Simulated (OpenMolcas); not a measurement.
# A ladder of methods for LiH (SMILES [LiH])

LiH has 2 atoms, charge 0, and is taken as a singlet. As SMILES, `[LiH]`. Geometry: the measured bond length.

```xyz
2

Li    0.0000    0.0000    0.0000
H     0.0000    0.0000    1.5957
```

Each level gives the energy change with the Li1–H2 bond stretched from 1.596 to 3.989 Å (eV). The values are calculated.

```
                       level                   kind     program  value (eV)  less FCI/def2-SVP
    HF/def2-SVP (restricted)           Hartree–Fock  OpenMolcas        3.26              +1.17
 SVWN5/def2-SVP (restricted)                    LDA  OpenMolcas        2.53              +0.44
r2SCAN/def2-SVP (restricted)               meta-GGA  OpenMolcas        2.67              +0.58
  PBE0/def2-SVP (restricted)          global hybrid  OpenMolcas        2.80              +0.71
B2PLYP/def2-SVP (restricted)          double hybrid  OpenMolcas        2.74              +0.65
     SC-NEVPT2(2,2)/def2-SVP         multireference  OpenMolcas        2.00              -0.09
  ACPF/def2-SVP (restricted)  coupled cluster or CI  OpenMolcas        1.34              -0.75
  CISD/def2-SVP (restricted)  coupled cluster or CI  OpenMolcas        2.12              +0.03
                FCI/def2-SVP     exact in the basis  OpenMolcas        2.09               0.00
```

FCI/def2-SVP is exact within its basis and frozen core, so for wave-function methods in that basis the difference is their error; functionals converge differently with the basis, so for them it is only a difference. Spin-restricted single references rise too steeply as a bond breaks, Hartree–Fock most of all. Perturbation and coupled-cluster corrections on them can overshoot downwards. The first shape isn't each level's own minimum. The values span 1.34 to 3.26 eV.
